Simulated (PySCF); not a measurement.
Name the molecule from its bond curve

A diatomic of charge 0 contains H. Its singlet curve at PBE0 in a triple-zeta basis (no relativity, PySCF), in eV from the separated fragments:

```tsv
R (Å)	E (eV)
1.375	-2.050
1.439	-2.163
1.503	-2.229
1.551	-2.255
1.599	-2.263
1.647	-2.256
1.711	-2.227
1.791	-2.167
1.887	-2.069
2.015	-1.907
```

The fit gives ωe = 1408 cm⁻¹ and the rotational constant Bₑ = 7.479 cm⁻¹.

Task: Which atom is the partner?

Result: The minimum lies at 1.599 Å, so the reduced mass is 16.8576 u Å² cm⁻¹/(Bₑ·Re²) = 0.8816 u. With H at 1.01 u the partner weighs about 6.9 u: Li. The molecule is LiH.
